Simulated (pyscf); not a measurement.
[H₂C=Si–Cl]• + H₂ -> H₃C–Si:–Cl [singlet] + H• (hydrogen abstraction; doublet surface; H–H broken, C–H formed). Single points on ωB97X-D3(BJ)/def2-SVP structures (PySCF, gas phase). Energies in kcal/mol from the separated reactants.

```tsv
level	barrier	reaction energy
ωB97X-D3(BJ)/def2-TZVP	?	+5.1
r²SCAN/def2-TZVP	9.5	+9.0
B3LYP-D3(BJ)/def2-TZVP	11.2	+9.0
PBE0-D3(BJ)/def2-TZVP	9.2	+4.3
ωB97M-D3(BJ)/def2-TZVP	?	?
HF/def2-TZVP	24.8	+7.0
```

Question: Fill in the missing entries.

Answer: 
- ωB97X-D3(BJ)/def2-TZVP, barrier: 13.7
- ωB97M-D3(BJ)/def2-TZVP, barrier: 13.7
- ωB97M-D3(BJ)/def2-TZVP, reaction energy: +5.4

The functionals in the table span 4.6 kcal/mol in this barrier, from PBE0-D3(BJ) to ωB97M-D3(BJ). From the product side, H₃C–SiH•–Cl lies, by one bond made or cut, 67.5 kcal/mol under this saddle at ωB97M-D3(BJ). One saddle was located; it need not be the lowest between these sides. The angle at the transferred H is 169°.
